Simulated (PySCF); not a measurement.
**input.py for Cl2⁻**

Input:

```python
from pyscf import gto, dft

mol = gto.M(
    atom='Cl 0 0 0; Cl 0 0 2.04',
    basis='6-31g',
    charge=-1,
    spin=1,
    verbose=4,
)
mf = dft.UKS(mol, xc='lda,vwn')
mf.kernel()
mf.dip_moment()
print('orbital energies (hartree):', [e[max(0, n-3):n+3].round(4) for e, n in zip(mf.mo_energy, mol.nelec)])
```

```bash
$ OMP_NUM_THREADS=1 python input.py
```

It prints (some set-up lines and the per-cycle HOMO/LUMO lines with their warnings removed):

```
PySCF version 2.14.0

[INPUT] verbose = 4
[INPUT] num. atoms = 2
[INPUT] num. electrons = 35
[INPUT] charge = -1
[INPUT] spin (= nelec alpha-beta = 2S) = 1
[INPUT] symmetry False subgroup None
[INPUT] Mole.unit = angstrom
[INPUT] Symbol           X                Y                Z      unit          X                Y                Z       unit  Magmom
[INPUT]  1 Cl     0.000000000000   0.000000000000   0.000000000000 AA    0.000000000000   0.000000000000   0.000000000000 Bohr   0.0
[INPUT]  2 Cl     0.000000000000   0.000000000000   2.040000000000 AA    0.000000000000   0.000000000000   3.855041294113 Bohr   0.0

nuclear repulsion = 74.966771547
number of shells = 14
number of NR pGTOs = 92
number of NR cGTOs = 26
basis = 6-31g
ecp = {}

******** <class 'pyscf.dft.uks.UKS'> ********
method = UKS
initial guess = minao
damping factor = 0
level_shift factor = 0
DIIS = <class 'pyscf.scf.diis.CDIIS'>
diis_start_cycle = 1
diis_space = 8
diis_damp = 0
SCF conv_tol = 1e-09
SCF conv_tol_grad = None
SCF max_cycles = 50
direct_scf = True
direct_scf_tol = 1e-13
number electrons alpha = 18  beta = 17
XC library pyscf.dft.libxc version 7.0.0
    S. Lehtola, C. Steigemann, M. J.T. Oliveira, and M. A.L. Marques.,  SoftwareX 7, 1–5 (2018)
XC functionals = lda,vwn
    P. A. M. Dirac.,  Math. Proc. Cambridge Philos. Soc. 26, 376 (1930)
    F. Bloch.,  Z. Phys. 57, 545 (1929)
    S. H. Vosko, L. Wilk, and M. Nusair.,  Can. J. Phys. 58, 1200 (1980)
radial grids:
    Treutler-Ahlrichs [JCP 102, 346 (1995); DOI:10.1063/1.469408] (M4) radial grids

becke partition: Becke, JCP 88, 2547 (1988); DOI:10.1063/1.454033
pruning grids: <function nwchem_prune>
grids dens level: 3
symmetrized grids: False
atomic radii adjust function: <function treutler_atomic_radii_adjust>
small_rho_cutoff = 0
Set gradient conv threshold to 3.16228e-05
tot grids = 37760
init E= -917.467666144323

cycle= 1 E= -917.302663619391  delta_E= 0.165  |g|= 0.247  |ddm|= 1.55
cycle= 2 E= -917.297425620396  delta_E= 0.00524  |g|= 0.282  |ddm|= 1.11
cycle= 3 E= -917.345992010838  delta_E= -0.0486  |g|= 0.00579  |ddm|= 0.657
cycle= 4 E= -917.346021214115  delta_E= -2.92e-05  |g|= 0.00106  |ddm|= 0.0192
cycle= 5 E= -917.34602213244  delta_E= -9.18e-07  |g|= 3.53e-05  |ddm|= 0.00459
cycle= 6 E= -917.346022134069  delta_E= -1.63e-09  |g|= 2.87e-06  |ddm|= 0.000122
cycle= 7 E= -917.346022134077  delta_E= -7.62e-12  |g|= 9.24e-08  |ddm|= 7.49e-06
Extra cycle  E= -917.346022134075  delta_E= 1.25e-12  |g|= 8.61e-08  |ddm|= 4.75e-07
converged SCF energy = -917.346022134075  <S^2> = 0.75030683  2S+1 = 2.0003068

WARN: System has nonzero charge -1; the dipole moment is origin-dependent.
Location of origin: [0. 0. 0.]

Dipole moment(X, Y, Z, Debye):  0.00000, -0.00000, -4.89927
orbital energies (hartree): [array([0.006 , 0.006 , 0.106 , 0.5325, 0.5714, 0.6101]), array([-0.0767,  0.0155,  0.0155,  0.1339,  0.5426,  0.5893])]
```

In short: E(SCF) = -917.346022 Eh, 7 cycles, ⟨S²⟩ = 0.750.

Run time: 0.59 s on 1 thread of AMD EPYC 9B45 (shared host).

The basis has no diffuse functions, which an anion needs. The bond length is a typed value, not an optimised one. The dipole of an ion depends on the origin. No search for the lowest solution was made.
